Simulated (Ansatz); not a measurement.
# C3H4S: the cost of one run

Method: RKS r2SCAN/STO-3G, in Ansatz 0.2.0.

## (1) The system as given

Bond lengths: C1–C2 1.241 Å, C2–S3 1.719 Å, S3–C4 1.779 Å, C1–H5 1.028 Å, C4–H6 1.095 Å, C4–H7 1.062 Å, C4–H8 1.128 Å. Angles: C1–C2–S3 177.6°, C2–C1–H5 174.8°, C2–S3–C4 96.0°, S3–C4–H6 113.0°, S3–C4–H7 113.4°, S3–C4–H8 106.3°, H6–C4–H7 112.5°, H6–C4–H8 104.0°, H7–C4–H8 106.8°.

Coordinates:

```xyz
8

C     2.0967   -0.3744    0.8349
C     0.9031   -0.6566    0.6442
S    -0.7325   -1.1164    0.3851
C    -1.1779    0.3156   -0.5717
H     3.0642   -0.0545    0.9668
H    -1.1465    1.2433    0.0085
H    -0.6472    0.3917   -1.4888
H    -2.2677    0.1943   -0.8349
```

## (2) Relaxing the start

Contents of input.yaml:

```yaml
crystal:
  periodic: [false, false, false]
  atoms:
    - { symbol: C, position_ang: [2.0967, -0.3744, 0.8349] }
    - { symbol: C, position_ang: [0.9031, -0.6566, 0.6442] }
    - { symbol: S, position_ang: [-0.7325, -1.1164, 0.3851] }
    - { symbol: C, position_ang: [-1.1779, 0.3156, -0.5717] }
    - { symbol: H, position_ang: [3.0642, -0.0545, 0.9668] }
    - { symbol: H, position_ang: [-1.1465, 1.2433, 0.0085] }
    - { symbol: H, position_ang: [-0.6472, 0.3917, -1.4888] }
    - { symbol: H, position_ang: [-2.2677, 0.1943, -0.8349] }
basis:
  gaussian: { orbitals: STO-3G }
hamiltonian:
  xc: r2scan
relax:
  f_tol: 0.02
  max_steps: 40
scf:
  lower_state_search: "off"
```

On the command line:

```console
ansatz run input.yaml --threads 1 --pin off --max-ram 2048MiB --backend cpu --events-out ev --progress --plain --runs-dir out
```

What time and memory should one allow on 1 thread of Arm Neoverse V1, shared host?

About 7.5 s, with a peak of 0.1 GiB.
